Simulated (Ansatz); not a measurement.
## Smallest direct gap on the k points sampled of fluorite CeO2 at several levels of theory

No measured value is used here.

| level (code) | value (eV) |
|---|---|
| LDA (Ansatz) | 2.03 |
| LDA+SOC (Ansatz) | 1.96 |
| PBE (Ansatz) | 2.07 |
| r²SCAN (Ansatz) | 2.36 |
| r²SCAN0 (Ansatz) | ___ |

Problem. Complete the blanks.

Solution. 
- r²SCAN0 (Ansatz, a quantum-chemistry and plane-wave program), value (eV): 4.78

Computed values are for a static lattice. Levels without +SOC have no spin–orbit coupling; where heavier elements are present it shifts gaps, mostly down, and can invert bands.  Values are at the measured cell. Cutoffs and k meshes differ between the levels. Ansatz's density-functional and Hartree–Fock values are scalar-relativistic unless marked +SOC, with PAW data made under PBE.
